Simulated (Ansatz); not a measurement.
BH₄NS (`NBS`), relaxed with RKS PBE-D4/def2-SVP in the Gaussian-basis code of Ansatz from a rough embedded geometry. The force threshold is 0.03 eV/Å; the program also tests the step.

Charge 0, multiplicity 1.

Start:

```xyz
7

N    -0.481    0.273   -1.075
B     0.632   -0.002   -0.152
S     0.558    0.729    1.562
H    -1.222    0.777   -0.597
H    -0.941   -0.657   -1.361
H     1.554   -0.684   -0.485
H    -0.100   -0.434    2.107
```

| step | energy (eV) | largest force (eV/Å) | largest move (Å) |
| --- | --- | --- | --- |
| 1 | -13054.9702 | 2.280 | 0.000 |
| 2 | -13055.2982 | 1.826 | 0.195 |
| 3 | -13055.4400 | 2.585 | 0.198 |
| 4 | -13055.6433 | 0.673 | 0.200 |
| 5 | -13055.6696 | 0.316 | 0.200 |
| 6 | -13055.7122 | 0.411 | 0.096 |
| 7 | -13055.7777 | 0.474 | 0.200 |
| 8 | -13055.8326 | 1.209 | 0.196 |
| 9 | -13055.9546 | 0.798 | 0.200 |
| 10 | -13056.0284 | 0.350 | 0.200 |
| 11 | -13056.0582 | 0.051 | 0.142 |
| 12 (rejected) | -13056.0569 | 0.193 | 0.026 |
| 13 | -13056.0592 | 0.023 | 0.013 |
| 14 | -13056.0596 | 0.056 | 0.048 |
| 15 | -13056.0601 | 0.008 | 0.016 |

End:

```xyz
7

N    -0.605    0.166   -1.008
B     0.250   -0.195    0.044
S     0.030    0.543    1.703
H    -1.372    0.834   -0.925
H    -0.507   -0.228   -1.943
H     1.138   -1.001   -0.154
H     1.065   -0.119    2.283
```

Run time 18 s (2 threads of a server CPU on a shared host); peak host memory 0.14 GiB.
